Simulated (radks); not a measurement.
# Cl²⁺ in [Ne] 3s2 3p3: an all-electron calculation

The task here is to estimate one member of a computed series from the others.

The numbers are computed with radks (a radial shooting solver on a logarithmic mesh, Libxc functionals) version 1 (non-relativistic Kohn-Sham, r2SCAN, spin-polarised, spherical densities, point nucleus; open shells are filled with parallel spins first), except any that are marked as measured or tabulated.

## Starting point

* element: chlorine (Z = 17)
* charge: +2
* electrons: 15
* configuration: [Ne] 3s2 3p3

Outer shells as boxes (Hund's rule):

Cl²⁺
```
[Ne] core
3s [↑↓]
3p [↑ ][↑ ][↑ ]
```

The first run:

The run's settings:

```text
Z 17
configuration [Ne] 3s2 3p3 4s0 3d0
relativity non-relativistic
functional r2scan,r2scan
spin polarised
nucleus point
```

Started as:

```console
$ python run_ks.py task.json out
```

This one command runs every case of the session in turn.

One table of the session follows, with a row left open; its other results are not shown here.

It belongs to the step «Shells». Radial moments (bohr):

```
  level      <r>  outermost maximum (interpolated)  90 % within  nodes
  1s up  0.09143                            0.0599        0.163      0
1s down  0.09140                            0.0599        0.163      0
  2s up   0.4442                             0.363        0.694      1
2s down   0.4442                             0.363        0.693      1
  2p up        ?                                 ?            ?      ?
2p down   0.4064                             0.303        0.673      0
  3s up    1.445                              1.25         2.15      2
3s down    1.465                              1.25         2.19      2
  3p up    1.586                              1.35         2.40      1
3p down    1.620                              1.35         2.48      1
  3d up    2.029                              1.60         3.26      0
3d down    2.062                              1.66         3.27      0
```

Estimate the missing values for 2p up.

**Answer.** <r>: 0.4063; outermost maximum (interpolated): 0.302; 90 % within: 0.673; nodes: 0. In the column «<r>» it lies between 1s up (0.09143) and 2p down (0.4064).

To keep in mind: Open shells are spherical and high-spin; term and fine-structure splittings are not resolved.
